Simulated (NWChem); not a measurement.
# Correlation energy of chloromethane (CH₃Cl)

```xyz
5

C      1.1279    -0.0568     0.0000
Cl    -0.6610     0.0333     0.0000
H      1.4635    -0.5967     0.9046
H      1.4635    -0.5967    -0.9046
H      1.5423     0.9682     0.0000
```
Charge 0, spin multiplicity 1.

The numbers come from NWChem runs, not from measurements. The geometry was optimised at PBE/def2-SVP, a minimum by its harmonic frequencies.

Basis set: 6-31G*. Each correlation energy counts from its own Hartree-Fock reference.

The correlated methods keep 6 core orbitals frozen. The Pople sets run with spherical d functions. Coupled-cluster values serve here as a point of comparison, not as the truth.

| method | correlation energy (mHa) |
|---|---|
| CCSD+T(CCSD) | -295.7 |
| CCSD | -288.6 |
| SCS-MP2 | [?] |
| CR-CCSD[T] | [?] |
| CR-CCSD(T) | -294.2 |
| MP2 | [?] |
| CCSD(T) | [?] |

Task: Fill in the missing entries.

Result: 
- SCS-MP2, correlation energy (mHa): -258.0
- CR-CCSD[T], correlation energy (mHa): -294.5
- MP2, correlation energy (mHa): -259.6
- CCSD(T), correlation energy (mHa): -295.4
